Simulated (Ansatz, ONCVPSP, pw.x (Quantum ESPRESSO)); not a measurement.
## From atom to crystal: ONCV potential for technetium (Tc)

technetium (Tc), optimised norm-conserving Vanderbilt (ONCV), made with ONCVPSP 4.0.1.1 (patched build) (PBEsol, scalar-relativistic). Core [Kr], reference 4d5 5s2. Waves: 5s: rc 2.35 bohr, ncon 5, nbas 8, qcut 2.9 1/bohr, 2 projectors, debl 3.1 Ha; p scattering state at 0.28 Ha: rc 2.50 bohr, ncon 3, nbas 7, qcut 3.2 1/bohr, 2 projectors, debl 1.8 Ha; 4d: rc 2.45 bohr, ncon 3, nbas 8, qcut 5.3 1/bohr, 1 projector. Local part: polynomial inside 1.75 bohr (lpopt 5, dvloc0 0 Ha). Core correction: Teter function, fcfact 2, rcfact 1.

In the p channel the program set the typed energies aside and used 0.050, 1.850 Ha.

Atomic tests: cutoffs needed: 22 Ha and 29 Ha (the cutoffs (Ha) at which the residual kinetic energy of the hardest occupied pseudo-wave falls to 1 and 0.1 mHa per electron); ghost test: no bound ghost flagged; GHOST(+) flagged for s at 31.9 eV, p at 52.6 eV; largest excitation error: +47 meV (all-electron minus pseudo) for 4d4 5s0, out of 4 test configurations.

Crystal test: sc Tc in pw.x 7.5, no spin, 13³ k-points, Fermi–Dirac smearing 0.01 Ry, cutoffs 70/280 Ry. The reference is all-electron LAPW (Ansatz 0.2.0) with the same functional, mesh and smearing; V0 and B0 come from Birch–Murnaghan fits to the pressures at five volumes. Errors are pseudo minus all-electron; Δ is the rms difference of the E(V) curves that follow from these fits, minima aligned, over ±6 % about the mean V0. Mesh and smearing are coarse, so the numbers serve the comparison and aren't converged zero-temperature values; the lattice is a test structure that the element need not adopt.

| V (Å³/atom) | P all-electron (GPa) | P pseudo (GPa) |
| --- | --- | --- |
| 14.940 | 13.77 | 9.39 |
| 15.333 | 6.31 | 2.87 |
| 15.726 | -0.20 | -2.85 |
| 16.119 | -5.88 | -7.89 |
| 16.512 | -10.83 | -12.30 |

All-electron: a0 = 2.505 Å (V0 = 15.71 Å³/atom), B0 = 243.8 GPa.

Pseudopotential: mean pressure error (GPa): -2.79; a0 (Å): 2.495; a0 error (%): -0.40; B0 error (%): -7.2; Δ (meV/atom): 10.3. The largest radius (2.50 bohr) exceeds half the bond length (2.37 bohr), so the spheres overlap, which is one possible source of error among others. The generator flags a localised state at positive energy (s at 32 eV).

Q: At the middle volume, how do free energy and pressure move when the wave cutoff is lowered (ecutrho kept at four times it)?

A:

```csv
cutoff (Ry),shift of F (meV/atom),shift of P (GPa)
32,+52.1,+0.42
42,+38.0,-0.38
56,+5.1,-0.24
```

The run at the middle volume (84 k-points, 6 iterations) took about 6.7 s on one core of a shared host (Neoverse-V1, 32 threads, 247 GiB, load 18).
